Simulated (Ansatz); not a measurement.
Two isomers of C4H4O: A = `c1ccoc1`, B = `C#CC(=C)O`.

Gas-phase electronic energies from Ansatz, PBE0-D4/def2-TZVP geometries. CCSD(T)/CBS is the MP2 limit (def2-TZVPP, def2-QZVPP) plus CCSD(T) − MP2 in def2-TZVPP, frozen cores. Functionals use def2-TZVPP. B3LYP here is the variant with VWN-RPA as its local correlation; programs differ in this. Each species was taken in one conformer, which may not be the lowest.

Task: Which is lower in electronic energy at CCSD(T)/CBS, and by how much? (Best estimate.)

Result: The calculation gave: A, by 158.4 kJ/mol.

Task: Give E(B) − E(A) in kJ/mol with B2PLYP, r2SCAN-D4, HF/def2-TZVPP, B3LYP, LDA (SPW92), MP2/def2-TZVPP, B3LYP-D4. (Estimate.)

Result: Computed: B2PLYP 158.5, r2SCAN-D4 175.2, HF/def2-TZVPP 145.2, B3LYP 155.6, LDA (SPW92) 206.0, MP2/def2-TZVPP 169.4, B3LYP-D4 158.8. None reverses the order clearly.

Task: Does the order hold for the free energy at 298.15 K (harmonic terms from PBE0-D4)? (An estimate is asked.)

Result: Computed: Yes: G(B) − G(A) = +140.5 kJ/mol, for one conformer each.

Largest T1 diagnostic: 0.013.

From BLYP to BHLYP (50 % exact exchange), in def2-TZVPP and without D4, E(B) − E(A) moves by +20.4 kJ/mol. At CCSD(T), def2-SVP lies +16.4 kJ/mol from the extrapolated value and def2-TZVPP +1.7 kJ/mol.
